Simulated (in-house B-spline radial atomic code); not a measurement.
Xe. Computed with a B-spline radial atomic code. Model: non-relativistic spherical atom: semilocal Troullier-Martins pseudo-atom, one channel per l, against all electrons, high spin, G0W0 and RPA with empty states to l = 8, local potential for every l without a channel, a model core (radius 0 = none) keeps its share of the functional.

Without relativity these are model numbers for so heavy an element.

What the tables leave out is listed at the end.

The pseudopotential gives back the lowest level of each angular momentum of its own functional in the configuration it was made in; a second state of the same l is only approximately right. Exact exchange, RPA and GW see the smooth pseudo-orbitals and miss the exchange with the core, for which the functional's share stands in. The column with an uncorrelated core keeps all orbitals and exact exchange, and so separates missing core correlation from pseudisation. Only the three outermost levels and the lowest empty one were computed. RPA here is direct RPA, with no exchange kernel, and its energies carry an (l + 1/2)⁻⁴ tail. A hybrid on a potential with a model core restores only its own semilocal share of the core's exchange.

Command:
```bash
python run_psgw.py task.json out
```
Settings (lengths in bohr, energies in hartree):
```
Z                      54
electrons              54
configuration          [Kr] 4d10 5s2 5p6
generated_in           [Kr] 4d10 5s2 5p6
functional             pbe,pbe
core_shells            8
radius_factor          0.8
core_correction        False
```

Time taken, with all properties: 40 s on 1 thread of Arm Neoverse N1, on a shared host.

Given: made with PBE; model core radius 0 bohr; local radius 0.742 bohr; mean-field start PBE.

Valence shells of the generating configuration: 4d, 5s, 5p.

Channel: s 1.364, p 1.542, d 0.601 (radii in bohr).

Computed: largest level miss in the spin-unpolarised generating configuration 0.001 eV; valence RPA correlation energy all-electron orbitals -1.0904 hartree; valence RPA correlation energy pseudo -1.5306 hartree; all-electron RPA polarisability, core included 25.233 bohr³.

```csv
level,occupied,mean-field all-electron (eV),mean-field pseudo minus all (eV),G0W0 all-electron (eV),G0W0 uncorrelated core minus all (eV),G0W0 pseudo minus all (eV),exchange self-energy all-electron (eV),exchange self-energy pseudo (eV)
5p,1,-8.2896,0,-12.38,0.014,-0.428,-18.558,-17.625
```

**Question.** What is the pseudo-atom RPA polarisability?

**Answer.** 25.226 bohr³.

Given: mean-field start PBE0.

Computed: valence RPA correlation energy all-electron orbitals -1.0324 hartree; valence RPA correlation energy pseudo -1.4619 hartree; all-electron RPA polarisability, core included 22.112 bohr³.

```
level  occupied  mean-field all-electron (eV)  mean-field pseudo minus all (eV)  G0W0 all-electron (eV)  G0W0 uncorrelated core minus all (eV)  G0W0 pseudo minus all (eV)  exchange self-energy all-electron (eV)  exchange self-energy pseudo (eV)
   5p         1                       -9.5731                            -0.073                 -12.614                                  0.016                      -0.356                                 -18.558                           -17.897
```

**Question.** What is the pseudo-atom RPA polarisability?

**Answer.** 21.521 bohr³.

Given: mean-field start Hartree-Fock.

Computed: valence RPA correlation energy all-electron orbitals -0.89475 hartree; valence RPA correlation energy pseudo -1.295 hartree; pseudo-atom RPA polarisability 15.527 bohr³.

```
level  occupied  mean-field all-electron (eV)  mean-field pseudo minus all (eV)  G0W0 all-electron (eV)  G0W0 uncorrelated core minus all (eV)  G0W0 pseudo minus all (eV)  exchange self-energy all-electron (eV)  exchange self-energy pseudo (eV)
   5p         1                       -12.444                            -0.471                 -13.057                                  0.019                       0.019                                 -18.333                           -18.516
   5s         1                       -25.699                             0.141                 -23.866                                  0.042                       0.024                                 -24.581                           -23.235
```

**Question.** What is the all-electron RPA polarisability, core included?

**Answer.** 17.423 bohr³.

Among the listed levels the largest G0W0 shift of the pseudo-atom is -0.43 eV, for 5p on the PBE start, while leaving the core uncorrelated moves that level by +0.01 eV. So pseudisation and the lost core exchange, not the missing core correlation, make the error. Not in the tables (levels of low weight, unsolved or above zero; the highest and the empty levels are kept at any weight): on PBE the G0W0 levels 5s (pseudo minus all -0.07 eV, weights 0.14 and 0.15), 4d (pseudo minus all +3.98 eV, weights 0.13 and 0.49); on PBE0 the G0W0 levels 5s (pseudo minus all +0.97 eV, weights 0.14 and 0.25), 4d (pseudo minus all +4.91 eV, weights 0.20 and 0.61); on Hartree-Fock the G0W0 levels 4d (pseudo minus all +6.45 eV, weights 0.32 and 0.73).
